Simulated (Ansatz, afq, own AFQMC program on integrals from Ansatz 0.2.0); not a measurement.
BHO, singlet in cc-pVDZ, levels against CCSDT(Q)

```xyz
3

B     0.0000    0.0000   -1.3240
O     0.0000    0.0000    0.1211
H     0.0000    0.0000    1.2028
```

Connectivity, by distances: B–OH.

Basis cc-pVDZ. Only valence electrons are correlated. Integrals, coupled cluster, full CI and functionals: Ansatz 0.2.0; the random walks run on the same integrals in our own AFQMC program. ph-AFQMC/CISD is guided by a CISD state made of CCSD amplitudes; releasing the constraint for a short imaginary time cuts its bias at the price of noise, slowly where states lie close. Free projection: walkers drawn from exp(T), propagated without any constraint. Its projection time is finite, and what remains of the start isn't in its error. Uncertainties: one standard error, sampling alone.

Determinant: RHF, the one that the program's search chose, which needn't be the lowest solution. The geometry is a point of a scan.

No full CI on the walks' own integrals is used here; CCSDT(Q) serves as the reference and is uncertain by about the last step of the cluster series.

Cautions: higher spins were not checked; raised T1 diagnostic (T1 0.024, weight of the determinant 0.88, largest double 0.11).

The T1 diagnostic is 0.0241, the weight of the determinant in the CISD state is 0.879 and the size of the correlated space is 10 electrons in 31 orbitals.

| level | correlation energy (eV) |
| --- | --- |
| MP2 | -7.0998 |
| CCSD | -7.5936 |
| CCSD(T) | -7.8421 |

(1) Estimate where phaseless AFQMC with a CISD trial lies against CCSD(T) on the same integrals.

(1) 2.3 ± 1.2 kJ/mol below CCSD(T).

Reference: CCSDT(Q), correlation energy -7.890 eV. The released energy is read at 2.40 1/Eh (meV from the phaseless value at times in 1/Eh: -21 ± 15 at 0.24, -16 ± 12 at 0.51, -26 ± 13 at 0.99, -33 ± 18 at 1.62, -31 ± 19 at 2.40).

```json
{"level": "CCSD(T)", "E − E(reference) (kJ/mol)": "4.6", "share of correlation (%)": "99.39"}
{"level": "CCSDT", "E − E(reference) (kJ/mol)": "2.9", "share of correlation (%)": "99.62"}
{"level": "ph-AFQMC/HF", "E − E(reference) (kJ/mol)": "-9.5 ± 6.6", "share of correlation (%)": "101.25"}
{"level": "ph-AFQMC/CISD", "E − E(reference) (kJ/mol)": "2.3 ± 1.2", "share of correlation (%)": "99.70"}
{"level": "released AFQMC", "E − E(reference) (kJ/mol)": "-0.7 ± 1.9", "share of correlation (%)": "100.10"}
{"level": "free AFQMC", "E − E(reference) (kJ/mol)": "2.9 ± 1.9", "share of correlation (%)": "99.62"}
```

Free projections are given only where their last times agree within the noise and don't stop above the reference; a slow remainder of the start can still hide under it. A walk keeps the symmetry of its determinant, which the program's search chose and which needn't be the lowest solution, so a lower state of the same spin and another symmetry isn't excluded. Released energies are given only where the last usable release times agree within the noise; a slower fall can still hide under it.
